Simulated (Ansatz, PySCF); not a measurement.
Molecule: sodium chloride, NaCl, charge 0, multiplicity 1. SMILES: [Na][Cl]
Coordinates optimised at B3LYP-D3(BJ)/def2-TZVP (Ansatz, an electronic-structure program):
```
Na
Cl 1 2.3632
```
Charge 0, spin multiplicity 1.


Quantity: enthalpy of formation at 298 K (from the atomisation energy, B3LYP-D3(BJ)/def2-TZVP harmonic zero-point and thermal terms from PySCF, and the atoms' enthalpies of formation in the G2/97 table; no spin-orbit terms, and no core term in the frozen-core levels), in kJ/mol. Cores are frozen in the correlated levels unless marked. UHF or UKS for open shells. No spin-orbit coupling. No relativistic terms. The coupled-cluster limit lacks core correlation, which all-electron functionals hold. Basis-set limits of correlation are two-point, X^-3; Hartree-Fock from the larger set. The bracket is a focal-point correction in the basis named.

```tsv
level	program	enthalpy of formation at 298 K (kJ/mol)
HF/STO-3G	Ansatz	-595.1
HF/6-31G*	Ansatz	-61.2
HF/def2-QZVPPD	Ansatz	-64.9
PBE-D3(BJ)/def2-TZVPD	Ansatz + dftd3	-168.9
BP86-D3(BJ)/def2-TZVPD	PySCF + dftd3	-174.0
r2SCANh/def2-TZVPD	Ansatz	-176.2
r2SCAN0-D4/def2-TZVPD	Ansatz + dftd4	-172.4
MN15-D3(BJ)/def2-TZVPD	PySCF + dftd3	-188.7
HSE06-D3(BJ)/def2-TZVPD	Ansatz + dftd3	-166.0
LC-wPBE-D4/def2-TZVPD	Ansatz + dftd4	-171.3
LC-wPBE/def2-TZVPD	Ansatz	-169.4
wB97X-V/def2-TZVPD	Ansatz	-180.0
wB97X/def2-TZVPD	Ansatz	-197.7
RPA@PBE/def2-QZVPP	Ansatz	-130.7
MP2/def2-SVP	Ansatz	-137.6
RI-MP2/CBS(def2-TZVPPD,def2-QZVPPD)	Ansatz	-198.0
SCS-MP2/STO-3G	Ansatz	-602.0
SCS-MP2/def2-QZVPP	Ansatz	-180.9
CCSD(T)/def2-TZVPPD	Ansatz	-167.7
RI-MP2/CBS(def2-TZVPPD,def2-QZVPPD)+[CCSD(T)-MP2]/def2-SVPD	Ansatz	-187.0
CCSD(T)/CBS(def2-TZVPPD,def2-QZVPPD)	Ansatz	-188.8
```
